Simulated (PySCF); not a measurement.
PySCF job for P2, SMILES P#P, TDDFT-B3LYP/def2-TZVPD. The structure is a stationary point at B3LYP-D3(BJ)/def2-TZVPD.

```python
import numpy as np
from pyscf import gto, scf, dft, tdscf

mol = gto.M(
    atom='''
    P     0.00000000    0.00000000   -0.94422005
    P     0.00000000    0.00000000    0.94422005
    ''',
    basis='def2-TZVPD',
    charge=0,
    spin=0,
    symmetry=True,
    symmetry_subgroup='D2h',
    max_memory=1600,
    verbose=4,
)
mf = dft.RKS(mol, xc='b3lyp').density_fit(auxbasis='def2-universal-jkfit')
mf.grids.level = 3
mf.conv_tol = 1e-9
mf.max_cycle = 100
mf.kernel()
mf.grids = dft.Grids(mol).set(level=1).build(with_non0tab=True)  # coarser grid for the response kernel
td = tdscf.TDDFT(mf)
td.singlet = True
td.nstates = 10
td.conv_tol = 1e-4
td.kernel(x0=td.get_init_guess(mf, 15))
td.analyze()
tt = tdscf.TDA(mf)
tt.singlet = False
tt.nstates = 4
tt.conv_tol = 1e-4
tt.kernel(x0=tt.get_init_guess(mf, 9))
tt.analyze(verbose=3)
```

It prints:

```
PySCF version 2.14.0

[INPUT] verbose = 4
[INPUT] num. atoms = 2
[INPUT] num. electrons = 30
[INPUT] charge = 0
[INPUT] spin (= nelec alpha-beta = 2S) = 0
[INPUT] symmetry True subgroup D2h
[INPUT] Mole.unit = angstrom
[INPUT] Symbol           X                Y                Z      unit          X                Y                Z       unit  Magmom
[INPUT]  1 P      0.000000000000   0.000000000000  -0.944220050000 AA    0.000000000000   0.000000000000  -1.784317295823 Bohr   0.0
[INPUT]  2 P      0.000000000000   0.000000000000   0.944220050000 AA    0.000000000000   0.000000000000   1.784317295823 Bohr   0.0

nuclear repulsion = 63.049324390538
point group symmetry = Dooh, use subgroup D2h
symmetry origin: [0. 0. 0.]
symmetry axis x: [1. 0. 0.]
symmetry axis y: [0. 1. 0.]
symmetry axis z: [0. 0. 1.]
num. orbitals of irrep Ag = 19
num. orbitals of irrep B1g = 4
num. orbitals of irrep B2g = 10
num. orbitals of irrep B3g = 10
num. orbitals of irrep Au = 4
num. orbitals of irrep B1u = 19
num. orbitals of irrep B2u = 10
num. orbitals of irrep B3u = 10
number of shells = 30
number of NR pGTOs = 138
number of NR cGTOs = 86
basis = def2-TZVPD
ecp = {}


[settings echo left out]
init E= -682.834733334735
HOMO (Ag) = -0.296650792211157  LUMO (B3g) = -0.128282019384391  gap/eV = 4.58155
cycle= 1 E= -682.73708822195  delta_E= 0.0976  |g|= 0.211  |ddm|= 1.31
HOMO (B2u) = -0.264427423064576  LUMO (B3g) = -0.0897005233116852  gap/eV = 4.75456
cycle= 2 E= -682.739041641764  delta_E= -0.00195  |g|= 0.157  |ddm|= 0.303
HOMO (B2u) = -0.292092522763389  LUMO (B2g) = -0.103661487788591  gap/eV = 5.12747
cycle= 3 E= -682.746674894928  delta_E= -0.00763  |g|= 0.0272  |ddm|= 0.156
HOMO (B2u) = -0.287904533821774  LUMO (B3g) = -0.10095808859042  gap/eV = 5.08707
cycle= 4 E= -682.74682930916  delta_E= -0.000154  |g|= 0.00138  |ddm|= 0.0238
HOMO (B2u) = -0.287922670077327  LUMO (B3g) = -0.101011749180131  gap/eV = 5.08611
cycle= 5 E= -682.746829598845  delta_E= -2.9e-07  |g|= 0.000207  |ddm|= 0.00174
HOMO (B3u) = -0.28790147085268  LUMO (B2g) = -0.100975247873491  gap/eV = 5.08652
cycle= 6 E= -682.74682961136  delta_E= -1.25e-08  |g|= 3.81e-05  |ddm|= 0.000323
HOMO (B2u) = -0.287912760141289  LUMO (B3g) = -0.100986044983187  gap/eV = 5.08654
cycle= 7 E= -682.746829611774  delta_E= -4.14e-10  |g|= 1.63e-06  |ddm|= 6.09e-05
HOMO (B3u) = -0.287911876630479  LUMO (B3g) = -0.100985407282703  gap/eV = 5.08653
Extra cycle  E= -682.746829611774  delta_E= -3.41e-13  |g|= 1.49e-06  |ddm|= 4.45e-06
converged SCF energy = -682.746829611774
tot grids = 12824


******** <class 'pyscf.tdscf.rks.TDDFT'> for <class 'pyscf.df.df_jk.DFSymAdaptedRKS'> ********
nstates = 10 singlet
deg_eia_thresh = 1.000e-03
wfnsym = None
conv_tol = 0.0001
eigh lindep = 1e-12
eigh level_shift = 0
eigh max_cycle = 100


Excitation energies (eV)
[3.55006614 3.85924318 3.85924606 4.29372803 4.29372803 6.15327144
 7.52328697 7.52328697 7.53294397 7.53294397]

** Singlet excitation energies and oscillator strengths **
Excited State   1:   Au      3.55007 eV    349.24 nm  f=0.0000
      14 -> 16        0.50017
      15 -> 17       -0.50017
Excited State   2:  B1u      3.85924 eV    321.27 nm  f=0.0000
      14 -> 17       -0.49982
      15 -> 16        0.49982
Excited State   3:   Au      3.85925 eV    321.27 nm  f=0.0000
      14 -> 16        0.49982
      15 -> 17        0.49982
Excited State   4:  B2g      4.29373 eV    288.76 nm  f=0.0000
      13 -> 16        0.70609
Excited State   5:  B3g      4.29373 eV    288.76 nm  f=0.0000
      13 -> 17        0.70609
Excited State   6:  B1u      6.15327 eV    201.49 nm  f=0.2344
      13 -> 18       -0.23315
      13 -> 23        0.16596
      14 -> 17       -0.46402
      15 -> 16       -0.46402
Excited State   7:  B3u      7.52329 eV    164.80 nm  f=0.1625
      15 -> 19       -0.70043
Excited State   8:  B2u      7.52329 eV    164.80 nm  f=0.1625
      14 -> 19       -0.70043
Excited State   9:  B2g      7.53294 eV    164.59 nm  f=0.0000
      15 -> 18       -0.70402
Excited State  10:  B3g      7.53294 eV    164.59 nm  f=0.0000
      14 -> 18        0.70402

** Transition electric dipole moments (AU) **
state          X           Y           Z        Dip. S.      Osc.
  1         0.0000      0.0000      0.0000      0.0000      0.0000
  2        -0.0000     -0.0000      0.0000      0.0000      0.0000
  3        -0.0000     -0.0000      0.0000      0.0000      0.0000
  4        -0.0000     -0.0000     -0.0000      0.0000      0.0000
  5        -0.0000     -0.0000     -0.0000      0.0000      0.0000
  6         0.0000      0.0000      1.2470      1.5550      0.2344
  7        -0.9391     -0.0000     -0.0000      0.8819      0.1625
  8        -0.0000     -0.9391     -0.0000      0.8819      0.1625
  9         0.0000     -0.0000     -0.0000      0.0000      0.0000
 10         0.0000     -0.0000     -0.0000      0.0000      0.0000

** Transition velocity dipole moments (imaginary part, AU) **
state          X           Y           Z        Dip. S.      Osc.
  1         0.0000      0.0000      0.0000      0.0000      0.0000
  2         0.0000     -0.0000      0.0000      0.0000      0.0000
  3        -0.0000      0.0000      0.0000      0.0000      0.0000
  4        -0.0000      0.0000     -0.0000      0.0000      0.0000
  5         0.0000     -0.0000     -0.0000      0.0000      0.0000
  6         0.0000      0.0000      0.2838      0.0806      0.2375
  7        -0.2681     -0.0000     -0.0000      0.0719      0.1733
  8        -0.0000     -0.2681     -0.0000      0.0719      0.1733
  9        -0.0000      0.0000      0.0000      0.0000      0.0000
 10         0.0000     -0.0000     -0.0000      0.0000      0.0000

** Transition magnetic dipole moments (imaginary part, AU) **
state          X           Y           Z
  1        -0.0000      0.0000      0.0000
  2        -0.0000      0.0000     -0.0000
  3         0.0000     -0.0000      0.0000
  4        -0.0000     -1.8072      0.0000
  5         1.8072      0.0000     -0.0000
  6        -0.0000     -0.0000      0.0000
  7        -0.0000      0.0000      0.0000
  8         0.0000     -0.0000     -0.0000
  9        -0.0000      0.2253     -0.0000
 10         0.2253     -0.0000     -0.0000


******** <class 'pyscf.tdscf.rks.TDA'> for <class 'pyscf.df.df_jk.DFSymAdaptedRKS'> ********
nstates = 4 triplet
deg_eia_thresh = 1.000e-03
wfnsym = None
conv_tol = 0.0001
eigh lindep = 1e-12
eigh level_shift = 0
eigh max_cycle = 100


Excitation energies (eV)
[2.65102908 2.98949377 2.98950884 3.36016842]

** Triplet excitation energies and oscillator strengths **
Excited State   1:  B1u      2.65103 eV    467.68 nm  f=0.0000
Excited State   2:  B1u      2.98949 eV    414.73 nm  f=0.0000
Excited State   3:   Au      2.98951 eV    414.73 nm  f=0.0000
Excited State   4:  B2g      3.36017 eV    368.98 nm  f=0.0000
```

Self-consistency was reached.

Cost: very roughly 19 core-seconds.
